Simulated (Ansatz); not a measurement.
A structure relaxed at PBE0-D4/def2-TZVP, charge 0, multiplicity 2:

Cartesian coordinates in Å:
```
Cl -0.989 -1.454 -0.665
Si -0.264 0.391 -0.154
Cl 0.316 0.403 1.809
H 0.937 0.660 -0.990
```

(1) Give its formula and SMILES.

(2) Point group (tolerance 0.08 Å, 0.16 Å for H)?

(3) Summarise the bond lengths by kind.

Results:

(1) Cl2HSi, `Cl[SiH]Cl`.

(2) Cs.

(3) 2 × Cl–Si 2.047 Å; 1 × H–Si 1.488 Å.

Program: Ansatz 0.2.0.
